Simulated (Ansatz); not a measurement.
Bulk modulus (GPa) of solids drawn from the class of elemental solids other than molecular ones, at two levels: PBE (PAW; Ansatz, a quantum-chemistry and plane-wave program), and r²SCAN0 (plane waves, PAW; Ansatz).

```
solid                  PBE  r²SCAN0  shift (%)
--------------------  ----  -------  ---------
diamond-structure Si  88.7      103      +16.1
fcc Al                76.9     95.0        +24
bcc Rb                2.78     2.63       -5.4
bcc K                 3.58     3.41       -4.7
fcc Pb                39.2     45.7      +16.6
fcc Ni                 197      198       +0.5
diamond-structure Ge  59.0     80.3        +36
bcc Li                13.9     12.7       -8.6
fcc Ir                 347      417        +20
fcc Ag                91.5     90.7       -0.9
```

The shifts run from -8.6 % to +36 %, with a median of +8.3 %.

Of 10 rows, r²SCAN0 is the larger in 6 and the smaller in 4.

Ansatz's runs of these crystals have no spin polarisation, but for fcc Ni. Meta-GGAs and exact exchange favour moments, which can bear on fcc Ni.

Density-functional runs with spin start from parallel moments for fcc Ni.

Spin–orbit coupling is left out, also for the solids with elements from indium on (fcc Pb, fcc Ir); its size isn't shown.

Exact exchange on metals is sensitive to the k mesh.

Each level is taken at its own relaxed cell. Caveats: the gap of the solid is closed in this run (PBE: diamond-structure Ge). Ansatz's density-functional and Hartree–Fock values are scalar-relativistic unless marked +SOC, with PAW data made under PBE.
